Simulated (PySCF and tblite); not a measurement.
Values are calculated unless marked as measured or tabulated.
C5H7F, numbered as in [CH:1]#[C:2][CH2:3][CH2:4][CH2:5][F:6].

Conformers came from 90 starts (ETKDG, MMFF94s, GFN2-xTB); geometries are GFN2-xTB. Free energies are B3LYP-D3(BJ)/def2-TZVP single points with GFN2-xTB rigid-rotor and vibrational terms (modes under about 100 cm⁻¹ blended into free rotors). Symmetry numbers and mirror images are counted. Conformers within 3 kcal/mol (GFN2-xTB free energy) were kept, 5 at most. Programs: PySCF with density fitting and tblite.

Torsions listed: C2–C3–C4–C5, C3–C4–C5–F6. Of a mirror pair one member is shown.

| conformer | shape | symmetry | dipole D |
| --- | --- | --- | --- |
| 1 | 67°, 68° | C1 (pair) | 1.56 |
| 2 | 64°, -77° | C1 (pair) | 2.27 |
| 3 | 179°, -65° | C1 (pair) | 1.57 |
| 4 | 64°, 180° | C1 (pair) | 1.67 |
| 5 | 180°, 180° | Cs | 1.49 |

Task: Which of these conformers is the most populated at 298.15 K, and with what share?

Result: Conformer 1, about 46 %. The lead over the next is within the error of the method.

Task: Give the DFT energies and free energies relative to the lowest, and all weights.

Result: 
```tsv
conformer	shape	E(DFT) kcal/mol	G(298.15 K) kcal/mol	weight %
1	67°, 68°	0.00	0.00	46.1
2	64°, -77°	2.90	2.85	0.4
3	179°, -65°	0.33	0.22	31.9
4	64°, 180°	0.72	0.61	16.5
5	180°, 180°	1.13	1.30	5.2
```

Task: How does its share change from 200 K to 400 K?

Result: From 56 % to 40 %; the mixing entropy goes from 3.39 to 3.84 cal/(mol K).
